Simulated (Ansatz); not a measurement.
Correlation energies of C$_{3}$H$_{9}$PS, SMILES `CP(C)(C)=S` by basis set

```xyz
14

C     1.467    0.776   -0.004
P     0.044   -0.205   -0.548
C    -0.122   -1.491    0.717
C    -1.380    0.881   -0.269
S     0.187   -0.881   -2.359
H     2.362    0.156   -0.069
H     1.339    1.134    1.020
H     1.584    1.624   -0.679
H     0.748   -2.147    0.663
H    -1.013   -2.082    0.499
H    -0.199   -1.062    1.718
H    -1.418    1.236    0.763
H    -2.291    0.329   -0.504
H    -1.308    1.731   -0.949
```

Total charge 0; spin multiplicity 1. Geometry: relaxed with PBE0-D4/def2-TZVP. Frozen core, restricted reference, Ansatz. CBS rows extrapolate triple and quadruple zeta; past MP2 they add the triple-zeta difference.

```json
{"basis": "def2-SVP", "HF (Eh)": "-856.83225", "MP2 corr.": "-0.68677", "CCSD corr.": "-0.75317", "(T)": "?", "CCSD(T) total": "?"}
{"basis": "def2-TZVPP", "HF (Eh)": "?", "MP2 corr.": "-0.86858", "CCSD corr.": "-0.92850", "(T)": "?", "CCSD(T) total": "?"}
{"basis": "def2-QZVPP", "HF (Eh)": "-857.26280", "MP2 corr.": "-0.93169", "CCSD corr.": "–", "(T)": "–", "CCSD(T) total": "–"}
{"basis": "CBS(def2)", "HF (Eh)": "?", "MP2 corr.": "-0.97844", "CCSD corr.": "-1.03836", "(T)": "as TZ", "CCSD(T) total": "?"}
```

Task: Fill in the withheld values. (An estimate is asked.)

Result: Computed: def2-SVP (T): -0.02372; def2-SVP CCSD(T) total: -857.60914; def2-TZVPP HF (Eh): -857.23523; def2-TZVPP (T): -0.04053; def2-TZVPP CCSD(T) total: -858.20426; CBS(def2) HF (Eh): -857.26660; CBS(def2) CCSD(T) total: -858.34549.
